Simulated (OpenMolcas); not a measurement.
# CH5FSi (SMILES C[SiH2]F) at HF/ANO-RCC-VDZ (DKH2)

Aim: the energy change on altering one bond length of CH5FSi at HF/ANO-RCC-VDZ (DKH2), from 2 runs. 

The calculation is run with OpenMolcas 26.06.

### 1 The structure to begin with

CH5FSi has 8 atoms, charge 0, and is taken as a singlet. SMILES: `C[SiH2]F`. The shape is that of a PBE0-D4/def2-TZVP optimisation.

Bond lengths: C1–Si2 1.853 Å, Si2–F3 1.604 Å, C1–H4 1.092 Å, C1–H5 1.094 Å, C1–H6 1.092 Å, Si2–H7 1.485 Å, Si2–H8 1.485 Å. Some angles: C1–Si2–F3 109.4°, C1–Si2–H7 111.5°, C1–Si2–H8 111.5°, F3–Si2–H7 107.3°, F3–Si2–H8 107.3°, Si2–C1–H4 111.0°, Si2–C1–H5 110.1°, Si2–C1–H6 111.1°, H7–Si2–H8 109.7°, H4–C1–H5 108.1°.

### 2 A single-point energy at HF/ANO-RCC-VDZ (DKH2)

File struct.xyz:

```xyz
8

C     -0.521400     0.700300    -0.437000
Si     0.448400    -0.642000     0.395200
F      1.946500    -0.649600    -0.178800
H     -0.562400     0.542500    -1.517100
H     -1.546700     0.713200    -0.056500
H     -0.077200     1.680300    -0.248400
H      0.538700    -0.420800     1.860700
H     -0.133700    -1.981200     0.126000
```

File job.input:

```
* CH5FSi Hartree-Fock

&GATEWAY
 Coord=struct.xyz
 Basis=ANO-RCC-VDZ
 Group=NoSym

&SEWARD
 Relativistic=R02O02
 Expert

&SCF
 PrOrbitals=1 1
```

On the command line:

```bash
$ export MOLCAS_MEM=1860
$ pymolcas job.input > job.log
```

The log of the run:

```text
--- Start Module: gateway ---
[...]
--- Stop Module: gateway /rc=_RC_ALL_IS_WELL_ ---
--- Start Module: seward ---
[...]
 ###    WARNING:  EXPERT option is ON!                                       ###
 ###############################################################################
               SEWARD will generate:
[...]
      Basis functions           41
--- Stop Module: seward /rc=_RC_ALL_IS_WELL_ ---
[...]
--- Start Module: scf ---
[...]
       Convergence after  10 Iterations
[...]
::    Total SCF energy                               -429.8736036792
[...]
      Total spin, S                                     0.0000000000
[...]
      Total electronic charge=   34.000000
      Total            charge=   -0.000000
[...]
      Dipole Moment (debye):
      Origin of the operator (angstrom)=    0.6479   -0.3337    0.0403
                   X= -2.6739E+00               Y=  5.0710E-01               Z=  5.8077E-01           Total=  2.7828E+00
      Quadrupole Moment (debye*angstrom):
[...]
--- Stop Module: scf /rc=_RC_ALL_IS_WELL_ ---
[...]
```

Run time: 3.3 s. Hardware: 1 thread of Arm Neoverse V1, shared host; peak memory 0.39 GiB.

### 3 The distorted shape

File struct.xyz:

```xyz
8

C     -0.543977     0.644994    -0.803414
Si     0.425823    -0.697306     0.028786
F      1.923923    -0.704906    -0.545214
H     -0.584977     0.487194    -1.883514
H     -1.569277     0.657894    -0.422914
H     -0.099777     1.624994    -0.614814
H      0.538700    -0.420800     1.860700
H     -0.156277    -2.036506    -0.240414
```

File job.input:

```
* CH5FSi Hartree-Fock

&gateway
 coord=struct.xyz
 basis=ANO-RCC-VDZ
 group=NoSym

&seward
 relativistic=R02O02
 expert

&scf
 prorbitals=1 1
```

On the command line:

```bash
$ export MOLCAS_MEM=1860
$ pymolcas job.input > job.log
```

The log of the run:

```text
--- Start Module: gateway ---
[...]
--- Stop Module: gateway /rc=_RC_ALL_IS_WELL_ ---
--- Start Module: seward ---
[...]
 ###    WARNING:  EXPERT option is ON!                                       ###
 ###############################################################################
               SEWARD will generate:
[...]
      Basis functions           41
--- Stop Module: seward /rc=_RC_ALL_IS_WELL_ ---
[...]
--- Start Module: scf ---
[...]
       Convergence after  10 Iterations
[...]
::    Total SCF energy                               -429.8422152330
[...]
      Total spin, S                                     0.0000000000
[...]
      Total electronic charge=   34.000000
      Total            charge=   -0.000000
[...]
      Dipole Moment (debye):
      Origin of the operator (angstrom)=    0.6257   -0.3881   -0.3203
                   X= -2.7259E+00               Y=  4.4936E-01               Z= -1.1094E-01           Total=  2.7649E+00
      Quadrupole Moment (debye*angstrom):
[...]
--- Stop Module: scf /rc=_RC_ALL_IS_WELL_ ---
[...]
```

Run time: 3.3 s. Hardware: 1 thread of Arm Neoverse V1, shared host; peak memory 0.39 GiB.

### 4 What came out

Level: HF/ANO-RCC-VDZ (DKH2).

```
                                                          quantity          value
                                         first shape: total energy  -429.87360 Eh
                                        first shape: dipole moment         2.78 D
                                          first shape: HOMO energy      -12.94 eV
                                          first shape: LUMO energy        2.29 eV
                                        first shape: HOMO–LUMO gap       15.23 eV
                                     distorted shape: total energy  -429.84222 Eh
                                    distorted shape: dipole moment         2.76 D
                                      distorted shape: HOMO energy      -11.90 eV
                                      distorted shape: LUMO energy        2.22 eV
                                    distorted shape: HOMO–LUMO gap       14.12 eV
energy change with the Si2–H7 bond stretched from 1.485 to 1.856 Å       0.854 eV
```

With the Si2–H7 bond stretched from 1.485 to 1.856 Å the energy rises by 0.85 eV (19.7 kcal/mol). The first shape isn't relaxed at this level, so the change isn't measured from a minimum.
